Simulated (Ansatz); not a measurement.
# Strength of the C–O bond: C4H6O → CH3O + C3H3

Species: C4H6O `C#CCOC`, singlet; CH3O `C[O]`, doublet; C3H3 (propargyl radical) `[CH]=C=C`, doublet. 

Shapes, held fixed at every level: PBE0-D4/def2-TZVP. Flexible molecules stand in one conformer, not always the lowest. Programs: Ansatz 0.2.0. The zero-point and thermal change to 298 K, harmonic and unscaled (PBE0-D4/def2-TZVP), is -25.8 kJ/mol.

Estimate ΔH(298 K) of this reaction.

B2PLYP/def2-TZVPP gives ΔH(298 K) = +277.3 kJ/mol; the levels span +133.5 to +285.9. The median of the levels is +248.3. Hartree–Fock misses the correlation of the pair that is broken and comes out low. No measured value is set beside it here. Spin contamination: C3H3 (⟨S²⟩ up to 0.96). Open shells run unrestricted unless RO is named. Times are processor times on shared x86 and Arm servers, and rough.

```csv
level,kind,ΔH(298 K) (kJ/mol),CPU time (sum over the molecules)
HF/def2-TZVPP,Hartree–Fock,+133.5,–
r2SCAN-D4/def2-TZVPP,meta-GGA,+245.2,33 s
BHLYP-D4/def2-TZVPP,global hybrid,+248.3,19 s
PBE0-D4/def2-TZVPP,global hybrid,+268.9,18 s
r2SCAN0-D4/def2-TZVPP,global hybrid,+243.9,32 s
wB97X-V/def2-TZVPP,range-separated hybrid,+285.9,52 s
B2PLYP/def2-TZVPP,double hybrid,+277.3,29 s
```
